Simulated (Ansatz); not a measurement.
# Al$_{2}$H, quartet: reading a ladder of total energies

Geometry: a PBE0/def2-TZVP stationary point for this spin, not checked as a minimum.

| atom | x (Å) | y (Å) | z (Å) |
| --- | --- | --- | --- |
| Al | 0.0000 | 0.0000 | 0.2591 |
| Al | 0.0000 | 0.0000 | -2.1014 |
| H | 0.0000 | 0.0000 | 1.8423 |

Basis 6-31G; Ansatz 0.2.0. Correlated methods freeze the noble-gas cores, which leaves 7 electrons in 18 orbitals. R marks a restricted (for open shells ROHF) determinant, U an unrestricted one.

Full CI is exact within this basis and frozen core; it isn't the basis-set limit. The frozen core follows each run's orbitals, which can shift R against U totals by a few meV.

Runs differ by some tens of microhartree through their thresholds and, for an open shell, their frozen cores, so steps under 0.1 kcal/mol mean nothing.

| level | total energy (hartree) |
| --- | --- |
| UHF | -484.288059 |
| UMP2 | -484.335003 |
| UCCSD | -484.355959 |
| UCCSD(T) | -484.357750 |
| UCCSDT | -484.358541 |
| UCCSDT(Q) | -484.358737 |
| UCCSDTQ | -484.358827 |
| full CI | -484.358831 |

What is the correlation energy at full CI, and what share of it do UMP2 and UCCSD recover?

E(corr) = -484.358831 − (-484.288059) = -0.070772 hartree = -1.926 eV. UMP2: -0.046944 / -0.070772 = 66.33 %. UCCSD: -0.067900 / -0.070772 = 95.94 %.

By how many kcal/mol does UCCSD(T) miss full CI (1 hartree = 627.509 kcal/mol), and which steps make up the rest?

-484.357750 − (-484.358831) = 0.001081 hartree = 0.68 kcal/mol. Steps: UCCSDT − UCCSD(T) = -0.50, UCCSDT(Q) − UCCSDT = -0.12, UCCSDTQ − UCCSDT(Q) = -0.06, full CI − UCCSDTQ = 0.00 kcal/mol. That is within 1 kcal/mol of the reference in this basis, which itself misses far more of the correlation at the basis-set limit.
